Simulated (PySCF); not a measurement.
# FH4O: the cost of one run

Computed with PySCF 2.14.0; each step states its level. No surroundings beyond the atoms listed, unless a continuum is named. Atoms count from 0, parts from 1.

## Step 1: The system as given

6 atoms, charge 1, multiplicity 1; geometry: GFN2-xTB. Parts: 1 = atoms 0–3, `[OH3+]`, charge 1; 2 = atoms 4–5, `F`, charge 0.

## Step 2: Relaxing the molecule at PBE0-D3(BJ)/def2-TZVPD

Job settings and geometry (Å):

```
{"job": {"xc": "PBE0", "basis": "def2-TZVPD", "d3": "d3bj", "grid": 3, "kind": "geom", "shake": 0.01}, "charge": 1, "multiplicity": 1, "parts": [{"atoms": "0-3", "charge": 1, "multiplicity": 1}, {"atoms": "4-5", "charge": 0, "multiplicity": 1}]}
O     -0.049666     0.018165     0.291947
H     -0.606619     0.720028    -0.173994
H      0.050064    -0.766881    -0.312536
H      0.818768     0.407728     0.590283
F      0.347194    -1.954810    -1.321168
H      0.427722    -2.740473    -1.804286
```

On the command line:

```sh
$ OMP_NUM_THREADS=1 python cluster_run.py task.json out
```

This one command runs all jobs of the session in turn.

**Question.** How long does this first job take on 1 thread of Arm Neoverse V1, shared host, and how much memory does it need?

About 22 s, with a peak of 0.52 GiB.
